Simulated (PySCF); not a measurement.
Nitrogen trifluoride, NF3.
Atom-mapped SMILES: `[F:1][N:2]([F:3])[F:4]`

Computed by this run: PBE0-D3(BJ)/def2-SVP geometry optimisation, gas phase (PySCF 2.14.0); density fitting, grid level 1; the optimiser is geomeTRIC in internal coordinates, started from a GFN2-xTB structure with every atom displaced at random (about 0.01 Å).

Step 0: E = -9618.1736 eV
```
atom  x, y, z in Å  |  force x, y, z in eV/Å
F1     -0.5241    1.0764   -0.1520   -0.141   0.255  -0.313
N2     -0.0049   -0.0016    0.4254    0.741  -0.574   0.113
F3     -0.6970   -1.0269   -0.1573    0.598   0.469  -0.006
F4      1.2640   -0.0733   -0.1492   -1.198  -0.150   0.206
```

Step 1: E = -9618.1890 eV
```
atom  x, y, z in Å  |  force x, y, z in eV/Å
F1     -0.5200    1.0716   -0.1603   -0.309   0.583   0.086
N2     -0.0042    0.0045    0.4548    0.564  -0.546  -0.983
F3     -0.6532   -1.0076   -0.1687   -0.345  -0.204   0.382
F4      1.2155   -0.0939   -0.1588    0.090   0.168   0.515
```

Question: Estimate the geometry and energy of step 2. (The exact step hangs on the optimiser's Hessian estimate; all steps are aligned on step 1, rigid shifts and turns removed.)

Answer: E = -9618.2171 eV, largest force 0.450 eV/Å
```
atom  x, y, z in Å  |  force x, y, z in eV/Å
F1     -0.5271    1.0867   -0.1543   -0.074   0.107  -0.168
N2      0.0008    0.0000    0.4313    0.309  -0.317   0.082
F3     -0.6630   -1.0192   -0.1607   -0.088   0.078   0.008
F4      1.2273   -0.0928   -0.1494   -0.146   0.132   0.078
```

The energy changes by -0.0281 eV. The first-order estimate −F·Δx gives -0.0548 eV and the mean of the old and new forces, exact on a quadratic surface, -0.0280 eV. The step makes an angle of 27° with the force vector and moves no atom by more than 0.024 Å.

What follows is the cost of the whole optimisation. The run took 4.3 s of wall time on an Arm Neoverse V2 with one thread, on a shared host, and the process peaked at 0.27 GiB of memory.
